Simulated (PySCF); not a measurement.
**BN (triplet): spin, charge, geometry and surroundings**

How does BN (triplet) answer to another spin, charge, distance or environment?

The runs use PySCF 2.14.0; each script names its method and basis.

1 further run of the same task is left out (it didn't finish).

## 1. The starting structure

BN (triplet): 2 atoms, charge 0, spin multiplicity 3.

Bond lengths: B1–N2 1.323 Å.

## 2. The base run

Input file input.py:

```python
from pyscf import gto, dft

mol = gto.M(
    atom='B 0 0 0; N 0 0 1.323',
    basis='aug-cc-pvdz',
    charge=0,
    spin=2,
    verbose=4,
)
mf = dft.ROKS(mol, xc='camb3lyp')
mf.kernel()
mf.analyze()
print('orbital energies (hartree):', mf.mo_energy[..., max(0, mol.nelec[1]-3):mol.nelec[0]+3].round(4))
```

The run is started by

```bash
OMP_NUM_THREADS=1 python input.py
```

Its log is not repeated here.

Base result: E(SCF) = -79.378565 Eh, 9 cycles, μ = 2.27 D.

The bond length is a typed value, not an optimised one. The triplet is typed in the script; nothing here shows that it is the ground state.

## 3. PCM, ε = 2.27

Edit 1 changes solvent: none (gas phase) → PCM, ε = 2.27.

Input file input.py:

```python
from pyscf import gto, dft, solvent

mol = gto.M(
    atom='B 0 0 0; N 0 0 1.323',
    basis='aug-cc-pvdz',
    charge=0,
    spin=2,
    verbose=4,
)
mf = dft.ROKS(mol, xc='camb3lyp')
mf = solvent.PCM(mf)
mf.with_solvent.eps = 2.27
mf.kernel()
mf.analyze()
print('orbital energies (hartree):', mf.mo_energy[..., max(0, mol.nelec[1]-3):mol.nelec[0]+3].round(4))
```

The run is started by

```bash
OMP_NUM_THREADS=1 python input.py
```

## 4. PCM, ε = 4.71

Edit 2 changes solvent: none (gas phase) → PCM, ε = 4.71.

Edit input.py of step 2 so:

```diff
@@ -1,2 +1,2 @@
-from pyscf import gto, dft
+from pyscf import gto, dft, solvent
 
@@ -10,2 +10,4 @@
 mf = dft.ROKS(mol, xc='camb3lyp')
+mf = solvent.PCM(mf)
+mf.with_solvent.eps = 4.71
 mf.kernel()
```

## 5. Lengths in bohr

Edit 3 changes length unit: angstrom → bohr; bond length: 1.323 Å → 1.323 bohr.

Edit input.py of step 2 so:

```diff
@@ -7,2 +7,3 @@
     spin=2,
+    unit='bohr',
     verbose=4,
```

## 6. PCM, ε = 20.5

Edit 4 changes solvent: none (gas phase) → PCM, ε = 20.5.

Edit input.py of step 2 so:

```diff
@@ -1,2 +1,2 @@
-from pyscf import gto, dft
+from pyscf import gto, dft, solvent
 
@@ -10,2 +10,4 @@
 mf = dft.ROKS(mol, xc='camb3lyp')
+mf = solvent.PCM(mf)
+mf.with_solvent.eps = 20.5
 mf.kernel()
```

## 7. Bond 1.164 Å

Edit 5 changes bond length: 1.323 Å → 1.164 Å.

Edit input.py of step 2 so:

```diff
@@ -3,3 +3,3 @@
 mol = gto.M(
-    atom='B 0 0 0; N 0 0 1.323',
+    atom='B 0 0 0; N 0 0 1.164',
     basis='aug-cc-pvdz',
```

**Question.** What will these runs give? Wanted: for each run, E(SCF); from base; SCF dipole.

**Answer**, as computed:

```
                          run  E(SCF) (hartree)  from base (eV)  cycles  SCF dipole (D)
                         base        -79.378565               0       9            2.27
                PCM, ε = 2.27        -79.381288         -0.0741       9            2.60
                PCM, ε = 4.71        -79.382605         -0.1099       9            2.77
lengths in bohr (poor choice)        -77.835558  not comparable       9            0.33
                PCM, ε = 20.5        -79.383639         -0.1381       9            2.89
                 bond 1.164 Å        -79.344580         +0.9248       9            2.12
```

**Reading.** The largest comparable shift of the SCF energy, +0.925 eV, comes with the run “bond 1.164 Å”. A continuum solvent with ε = 2.27 lowers the energy by 0.074 eV. A continuum solvent with ε = 4.71 lowers the energy by 0.110 eV. A continuum solvent with ε = 20.5 lowers the energy by 0.138 eV. Rows marked «poor choice» come from settings spoiled on purpose.
